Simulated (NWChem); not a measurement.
**Correlation energy of H₂Si (+1)**

```xyz
3

Si     0.0000     0.0000     0.0947
H      1.3103     0.0000    -0.6631
H     -1.3103     0.0000    -0.6631
```
Charge +1, spin multiplicity 2.

The numbers come from NWChem runs, not from measurements. The geometry was optimised at UPBE/def2-SVP, a minimum by its harmonic frequencies.

Basis set: cc-pVTZ. Each correlation energy counts from its own Hartree-Fock reference.

The correlated methods keep 5 core orbitals frozen. This spin state was chosen for the runs; another may lie lower. The structure started from a generated list of species. The unpaired electrons of the parent sit in orbitals of symmetry a1 (C2v labels of the run); other states weren't searched. The stability of the SCF solutions was not checked. Open-shell Hartree-Fock references start from PBE0 orbitals. Coupled-cluster values serve here as a point of comparison, not as the truth.

Q: One of these methods gave a correlation energy of -75.6 mHa. Which?
(A) URI-MP2
(B) SCS-UMP2
(C) CCSD[T] on ROHF
(D) CCSD on ROHF

A: A, URI-MP2. The others give -85.2 (SCS-UMP2), -98.4 (CCSD on ROHF), -100.6 (CCSD[T] on ROHF).
